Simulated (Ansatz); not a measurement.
Saddle point of BH5O, singlet (BH₃ + H₂O → BH₃O ([BH2][OH]) + H₂; bonds formed: H2–H5; dative contacts that become bonds: B1–O6; bonds broken: B1–H2, H5–O6), PBE0-D4/def2-TZVP structure:

```json
{"atom": "B1", "x (Å)": "-0.4886", "y (Å)": "0.0009", "z (Å)": "-0.2182"}
{"atom": "H2", "x (Å)": "0.0230", "y (Å)": "-1.2261", "z (Å)": "-0.3309"}
{"atom": "H3", "x (Å)": "-0.8675", "y (Å)": "0.3025", "z (Å)": "-1.3087"}
{"atom": "H4", "x (Å)": "-1.2496", "y (Å)": "-0.0399", "z (Å)": "0.7046"}
{"atom": "H5", "x (Å)": "0.7611", "y (Å)": "-0.5641", "z (Å)": "-0.0551"}
{"atom": "O6", "x (Å)": "0.8930", "y (Å)": "0.6766", "z (Å)": "0.1319"}
{"atom": "H7", "x (Å)": "0.9285", "y (Å)": "0.8502", "z (Å)": "1.0766"}
```

Energies are electronic, without zero-point energy. Barriers and step energies count from the start structure reached by relaxing down the imaginary mode; all methods use the PBE0-D4 structures, on which another method's saddle can fall below an end. Program: Ansatz 0.2.0. Basis: def2-TZVPP, with def2-QZVPP for the basis limit. Cores are frozen in the correlated methods. B3LYP uses VWN-RPA correlation. Extrapolation: Hartree–Fock as exp(−7.88 √X), correlation as X^−2.97.

```csv
method,barrier (kcal/mol),step energy (kcal/mol)
SPW92,14.85,-7.62
PBE-D4,17.81,-14.33
BLYP-D4,20.65,-18.68
r2SCAN-D4,20.25,-14.96
B97M-V,23.15,-15.37
PBE0-D4,21.21,-13.34
B3LYP-D4,23.07,-17.26
r2SCAN0-D4,22.66,-14.06
BHLYP-D4,27.14,-16.47
CAM-B3LYP-D4,23.83,-15.80
wB97X-V,23.76,-15.13
wB97M-V,23.92,-15.10
B2PLYP,23.83,-17.00
PBE-QIDH,?,-13.64
RPA on PBE,?,-16.56
HF,34.83,-20.59
MP2,?,-15.81
CCSD,26.68,-15.70
CCSD(T),25.06,-15.52
```

Problem. Fill in the withheld barriers. (An estimate is asked for; the value comes from the calculation.)

Solution. The calculation gives: PBE-QIDH 23.63; MP2 23.70; RPA on PBE 24.73 kcal/mol. Each is the energy of the saddle less that of the start structure, by the same method.

For comparison, the barrier by CCSD(T) at an estimated basis limit (MP2 extrapolated from triple and quadruple zeta, plus CCSD(T) − MP2 in triple zeta) is 24.48 kcal/mol.

The T1 diagnostic stays at or below 0.013.

The step is the kind of ligand exchange by which a precursor binds to a hydroxyl group, or is hydrolysed, in atomic layer deposition of oxides.

Labels in which every atom is bracketed show which atoms are joined, not bond orders.

For scale, one of the runs: CCSD(T)/def2-TZVPP, 132 basis functions, launched by `ansatz run in.yaml --threads 2 --pin off --events-out ev --progress --plain --max-ram 4352MiB`. Time: 6 s of wall clock on 2 CPU threads of an Arm Neoverse V1; the host was shared. Peak host memory: 0.68 GiB.
